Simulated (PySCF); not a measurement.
Method: BP86-D3(BJ)/def2-TZVP // BP86-D3(BJ)/def2-SVP (PySCF 2.14.0). Gas-phase values, no solvent. 

Reference species (SMILES): `[OH]` (neutral, multiplicity 2).

```
Property                          Value
-----------------------------  --------
dipole moment                    1.74 D
highest occupied spin orbital  -7.30 eV
```

Changed species: `[SH]` (free radical SH; the reference has free radical OH).

Q: Give the shifts of the dipole moment and highest occupied spin orbital.

A: the dipole moment decreases by 0.87 D, to 0.87 D; the highest occupied spin orbital goes up by 1.05 eV, to -6.25 eV.
